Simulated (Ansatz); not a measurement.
**Rock-salt TiN**

Calculation: PBE-D4 in Ansatz (plane waves, PAW).

Numerical settings: plane-wave cutoff 500 eV, 16×16×16 k mesh, Fermi–Dirac smearing 0.05 eV, no spin polarisation, scalar-relativistic PAW data made under PBE.

Cell (relaxed at this level):

TiN has the cubic space group Fm-3m (No. 225), the rock salt structure, Pearson symbol cF8. Cell: a = b = c = 4.2119 Å, α = β = γ = 90.00°. Ti on 4a has 6 N at 2.106 Å (octahedral). N on 4b has 6 Ti at 2.106 Å (octahedral). (Neighbours: up to the widest gap in distance over summed covalent radii, below 1.35, at either atom; cation-cation and far metal-metal contacts left out.)
(The calculation used a cell of 2 atoms; values per cell refer to that cell.)

```
Property                  Result
------------------  ------------
volume per atom     9.34 Å³/atom
lattice constant a       4.212 Å
```

Measured, for comparison: equilibrium volume per atom 9.52 Å³/atom, lattice constant a 4.239 Å (temperature not stated, not corrected to a static lattice; as tabulated in Zhang et al. (2018), doi:10.1088/1367-2630/aac7f0). Computed (rounded) less measured: equilibrium volume per atom -1.9 %, lattice constant a -0.6 %. A static lattice is as a rule a little smaller and stiffer than an uncorrected measurement, which narrows the difference in the equilibrium volume per atom, lattice constant a and would widen misses of the other sign.

Note: the run has no spin polarisation, so it can have missed a magnetic state.

Static lattice: no zero-point or thermal effects.

Computing time: roughly 18 core-seconds.

Ansatz is a quantum-chemistry and plane-wave program.
